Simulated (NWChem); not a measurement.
# hydrazine (N2H4); SMILES NN

All runs: NWChem. Level PBE/def2-SVP: optimisations from one semi-empirical or force-field start; each run changes one setting, and all end within 0.3 mHa of each other.

| setting | optimisation steps |
|---|---|
| redundant internal coordinates, default thresholds | 7 |
| Cartesian coordinates | 6 |
| symmetry off | 7 |
| trust radius 0.05 | 8 |
